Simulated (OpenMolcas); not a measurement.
# NOF (nitrosyl fluoride), step by step

Aim: the energy (UHF/STO-3G), then the energy (CASSCF(4,4)/STO-3G), then the energy (CASPT2(4,4)/STO-3G), then the energy (SC-NEVPT2(4,4)/STO-3G), then a single-point energy (MRCI(4,4)/STO-3G) of NOF (nitrosyl fluoride). 

The results are computed with OpenMolcas 26.06.

4 further runs of the same task are left out: 4 that didn't finish.

**1. The system as given**

NOF: 3 atoms, total charge 0, spin state singlet. As SMILES, `O=NF`. The N2–F3 distance was set to 2.238 Å, away from the relaxed value. At this shape a bond of the SMILES string is far longer than usual.

Bond lengths: O1–N2 1.139 Å. A long bond or contact: N2–F3 2.238 Å.

**2. A single-point energy at UHF/STO-3G (run 1)**

File step1.inp:

```
>>> EXPORT MOLCAS_PRINT=2
&GATEWAY
BasLib
$CurrDir
Coord
3
angstrom
O        1.469103      -0.117020       0.796855
N        0.735133      -0.841730       0.314095
F       -1.028520       0.238580      -0.540950
Basis
STO-3G
Group
NoSym
&SEWARD
&SCF
UHF
Scramble
0.25
PrOrbitals
1 1
```

The basis set STO-3G is read from a file made from the Basis Set Exchange's data (not shown).

The run is started by

```bash
$ export MOLCAS_MEM=1860
$ pymolcas step1.inp > step1.log
```

Standard output:

```text
--- Start Module: gateway ---
[...]
--- Stop Module: gateway /rc=_RC_ALL_IS_WELL_ ---
--- Start Module: seward ---
[...]
      Basis functions           15
--- Stop Module: seward /rc=_RC_ALL_IS_WELL_ ---
--- Start Module: scf ---
[...]
       Convergence after  44 Iterations
[...]
::    Total SCF energy                               -225.5124391122
[...]
      Total spin, S                                     0.6772149976
[...]
      Total electronic charge=   24.000000
      Total            charge=   -0.000000
[...]
      Dipole Moment (debye):
      Origin of the operator (angstrom)=    0.2909   -0.1863    0.1401
                   X=  2.2062E-01               Y=  1.4461E-01               Z=  1.3720E-01           Total=  2.9733E-01
      Quadrupole Moment (debye*angstrom):
[...]
--- Stop Module: scf /rc=_RC_ALL_IS_WELL_ ---
[...]
```

Run time: 2.3 s. Hardware: 1 thread of Arm Neoverse V1, shared host; peak memory 0.37 GiB.

**3. The energy at CASSCF(4,4)/STO-3G (run 2)**

File step2.inp:

```
>>> EXPORT MOLCAS_PRINT=2

&gateway
  baslib=$CurrDir
  coord
  3
  angstrom
  O        1.469103      -0.117020       0.796855
  N        0.735133      -0.841730       0.314095
  F       -1.028520       0.238580      -0.540950
  basis=STO-3G
  group=NoSym

&seward

&rasscf
  fileorb=$CurrDir/step1.UnaOrb
  spin=1
  nactel=4 0 0
  inactive=10
  ras2=4
  orblisting=Nothing
  orbappear=Compact
```

The basis set STO-3G is read from a file made from the Basis Set Exchange's data (not shown).

The run is started by

```bash
$ export MOLCAS_MEM=1860
$ pymolcas step2.inp > step2.log
```

Standard output:

```text
--- Start Module: gateway ---
[...]
--- Stop Module: gateway /rc=_RC_ALL_IS_WELL_ ---
--- Start Module: seward ---
[...]
      Basis functions           15
--- Stop Module: seward /rc=_RC_ALL_IS_WELL_ ---
--- Start Module: rasscf ---
[...]
      Number of active orbitals                  4
[...]
      Spin quantum number                      0.0
[...]
      Active orbitals                            4
[...]
      Number of CSFs                            20
[...]
      Number of root(s) required                 1
[...]
      Convergence after 14 iterations
[...]
      printout of CI-coefficients larger than  0.05 for root  1
      energy=    -225.564502
      conf/sym  1111     Coeff  Weight
             1  2200  -0.78823 0.62130
             6  2020   0.56871 0.32343
            14  0202   0.18785 0.03529
            20  0022  -0.13453 0.01810
      Natural orbitals and occupation numbers for root  1
      sym 1:   1.891348   1.315054   0.684943   0.108655
      ************************************************************************************************************************
      *                                                    Final results                                                     *
[...]
::    RASSCF root number  1 Total energy:   -225.56450209
[...]
      Total electronic charge=   24.000000
      Total            charge=   -0.000000
[...]
      Dipole Moment (debye):
      Origin of the operator (angstrom)=    0.2909   -0.1863    0.1401
                   X=  3.4856E-01               Y=  2.2980E-01               Z=  2.1691E-01           Total=  4.7048E-01
      Quadrupole Moment (debye*angstrom):
[...]
--- Stop Module: rasscf /rc=_RC_ALL_IS_WELL_ ---
[...]
```

It took 1.7 s on 1 thread of Arm Neoverse V1, shared host; peak memory 0.37 GiB.

**4. The energy at CASPT2(4,4)/STO-3G (run 3)**

File step3.inp:

```
* FNO CASPT2

&GATEWAY
 BasLib=$CurrDir
 Coord
 3
 angstrom
 O        1.469103      -0.117020       0.796855
 N        0.735133      -0.841730       0.314095
 F       -1.028520       0.238580      -0.540950
 Basis=STO-3G
 Group=NoSym

&SEWARD

&RASSCF
 FileOrb=$CurrDir/step2.RasOrb
 Spin=1
 Nactel=4 0 0
 Inactive=10
 Ras2=4
 OrbListing=Nothing
 OrbAppear=Compact

&CASPT2
 Imaginary=0.1
 Frozen=3
```

The basis set STO-3G is read from a file made from the Basis Set Exchange's data (not shown).

The run is started by

```bash
$ export MOLCAS_MEM=1860
$ pymolcas step3.inp > step3.log
```

Standard output:

```text
--- Start Module: gateway ---

                                              &GATEWAY

                       available to each process: 1.9 GB of memory, 1 thread

 Basis Set     1 Label: O.STO-3G
 Basis set is read from library:.
 basistype.tbl is not found

 Basis Set     2 Label: N.STO-3G
 Basis set is read from library:.
 basistype.tbl is not found

 Basis Set     3 Label: F.STO-3G
 Basis set is read from library:.
 basistype.tbl is not found

++    Symmetry information:
      ---------------------

[... 213 lines left out ...]
      Note: transformation to natural orbitals
[... 10 lines left out ...]
      Natural orbitals and occupation numbers for root  1
[... 20 lines left out ...]
      Final state energy(ies):
[... 45 lines left out ...]
      Natural orbitals for root   1 are written to the RASORB.1 file
[... 71 lines left out ...]
 Compute H0 matrices for state    1
[... 4 lines left out ...]
********************************************************************************
  CASPT2 EQUATION SOLUTION
--------------------------------------------------------------------------------
 Invalid disk address                    -8
 I/O error in DaFile_checkarg
 Unit =                    45

--- Stop Module: caspt2 /rc=-6 ---

.########################.
.# Non-zero return code #.
.########################.

    Timing: Wall=1.37 User=1.07 System=0.29
```

Run time: 1.6 s. Hardware: 1 thread of Arm Neoverse V1, shared host; peak memory 0.37 GiB.

The run ended with an error.

**5. A single-point energy at SC-NEVPT2(4,4)/STO-3G (run 4)**

File step4.input:

```
&gateway
baslib = $CurrDir
coord
3
angstrom
O        1.469103      -0.117020       0.796855
N        0.735133      -0.841730       0.314095
F       -1.028520       0.238580      -0.540950
basis = STO-3G
group = NoSym
&seward
&rasscf
fileorb = $CurrDir/step2.RasOrb
spin = 1
nactel = 4 0 0
inactive = 10
ras2 = 4
orblisting = Nothing
orbappear = Compact
&caspt2
sc-nevpt2
frozen = 3
```

The basis set STO-3G is read from a file made from the Basis Set Exchange's data (not shown).

The run is started by

```bash
$ export MOLCAS_MEM=1860
$ pymolcas step4.input > step4.log
```

Standard output:

```text
--- Start Module: gateway ---
[...]
--- Stop Module: gateway /rc=_RC_ALL_IS_WELL_ ---
[...]
      Basis functions           15
[...]
--- Start Module: rasscf ---
[...]
      Number of active orbitals                  4
[...]
      Spin quantum number                      0.0
[...]
      Active orbitals                            4
[...]
      Number of CSFs                            20
[...]
      Number of root(s) required                 1
[...]
      Convergence after  4 iterations
[...]
      printout of CI-coefficients larger than  0.05 for root  1
      energy=    -225.564502
      conf/sym  1111     Coeff  Weight
             1  2200  -0.78823 0.62131
             6  2020   0.56871 0.32343
            14  0202   0.18785 0.03529
            20  0022  -0.13453 0.01810
      Natural orbitals and occupation numbers for root  1
      sym 1:   1.891348   1.315055   0.684942   0.108655
      ************************************************************************************************************************
      *                                                    Final results                                                     *
[...]
::    RASSCF root number  1 Total energy:   -225.56450209
[...]
      Total electronic charge=   24.000000
      Total            charge=   -0.000000
[...]
      Dipole Moment (debye):
      Origin of the operator (angstrom)=    0.2909   -0.1863    0.1401
                   X=  3.4858E-01               Y=  2.2982E-01               Z=  2.1692E-01           Total=  4.7050E-01
      Quadrupole Moment (debye*angstrom):
[...]
--- Stop Module: rasscf /rc=_RC_ALL_IS_WELL_ ---
[...]
      E2 (Variational):          -0.0649577262
[...]
      E2 (Variational):          -0.0646446347
      Total energy:            -225.6291467285
[...]
      Reference weight:           0.97280
[...]
::    SC-NEVPT2 Root  1     Total energy:   -225.62914673
[...]
```

Wall time 1.6 s (1 thread of Arm Neoverse V1, shared host); peak memory 0.37 GiB.

**6. A single-point energy at MRCI(4,4)/STO-3G (run 5)**

File step5.input:

```
* FNO MRCI
&GATEWAY
BasLib
$CurrDir
Coord
3
angstrom
O        1.469103      -0.117020       0.796855
N        0.735133      -0.841730       0.314095
F       -1.028520       0.238580      -0.540950
Basis
STO-3G
Group
NoSym
&SEWARD
&RASSCF
FileOrb
$CurrDir/step2.RasOrb
Spin
1
Nactel
4 0 0
Inactive
10
Ras2
4
OrbListing
Nothing
OrbAppear
Compact
&MOTRA
LumOrb
Frozen
3
&GUGA
Electrons
18
Spin
1
Inactive
7
Active
4
CIAll
1
&MRCI
SDCI
```

The basis set STO-3G is read from a file made from the Basis Set Exchange's data (not shown).

The run is started by

```bash
$ export MOLCAS_MEM=1860
$ pymolcas step5.input > step5.log
```

Standard output:

```text
--- Start Module: gateway ---
[...]
      Basis functions           15
[...]
      Number of active orbitals                  4
[...]
      Spin quantum number                      0.0
[...]
      Active orbitals                            4
[...]
      Number of CSFs                            20
[...]
      Number of root(s) required                 1
[...]
      Convergence after  4 iterations
[...]
      printout of CI-coefficients larger than  0.05 for root  1
      energy=    -225.564502
      conf/sym  1111     Coeff  Weight
             1  2200  -0.78823 0.62131
             6  2020   0.56871 0.32343
            14  0202   0.18785 0.03529
            20  0022  -0.13453 0.01810
      Natural orbitals and occupation numbers for root  1
      sym 1:   1.891348   1.315055   0.684942   0.108655
      ************************************************************************************************************************
      *                                                    Final results                                                     *
[...]
::    RASSCF root number  1 Total energy:   -225.56450209
[...]
      Dipole Moment (debye):
      Origin of the operator (angstrom)=    0.2909   -0.1863    0.1401
                   X=  3.4858E-01               Y=  2.2982E-01               Z=  2.1692E-01           Total=  4.7050E-01
      Quadrupole Moment (debye*angstrom):
[...]
--- Start Module: guga ---
[...]
       (But an ACPF correction will be computed)
       USE THE DEFAULT ACPF G-VALUE GFAC=  0.11111111111111110
[...]
                      CI ENERGY:  -225.64420555
[...]
                ACPF CORRECTION:    -0.00397209
[...]
      Total electronic charge=   24.000000
      Total            charge=   -0.000000
[...]
     ACPF CORRECTION:     -0.00397209
[...]
  CI State   1     Total energy:   -225.64420555     QDav:     -0.00449662     QACPF:     -0.00397209
[...]
```

It took 3.3 s on 1 thread of Arm Neoverse V1, shared host; peak memory 0.37 GiB.

**7. What came out**

| quantity | value |
| --- | --- |
| run 1, UHF/STO-3G: total energy | -225.51244 Eh |
| run 1, UHF/STO-3G: dipole moment | 0.30 D |
| run 1, UHF/STO-3G: HOMO energy | -8.85 eV |
| run 1, UHF/STO-3G: LUMO energy | 6.49 eV |
| run 1, UHF/STO-3G: HOMO–LUMO gap | 15.35 eV |
| run 1, UHF/STO-3G: ⟨S²⟩ | 1.136 |
| run 2, CASSCF(4,4)/STO-3G: total energy | -225.56450 Eh |
| run 2, CASSCF(4,4)/STO-3G: dipole moment (CASSCF density) | 0.47 D |
| run 4, SC-NEVPT2(4,4)/STO-3G: total energy | -225.62915 Eh |
| run 4, SC-NEVPT2(4,4)/STO-3G: dipole moment (CASSCF density) | 0.47 D |
| run 5, MRCI(4,4)/STO-3G: total energy | -225.64421 Eh |
| run 5, MRCI(4,4)/STO-3G: dipole moment (CASSCF density) | 0.47 D |
| run 3, CASPT2(4,4)/STO-3G | no result (crashed) |

In words: ⟨S²⟩ (run 1, UHF/STO-3G) is 1.14 where a pure singlet has 0.00: the reference is spin-contaminated. Mulliken charges (run 1, UHF/STO-3G) run from -0.06 on O1 to +0.06 on N2. 1 of the 5 runs did not end normally.
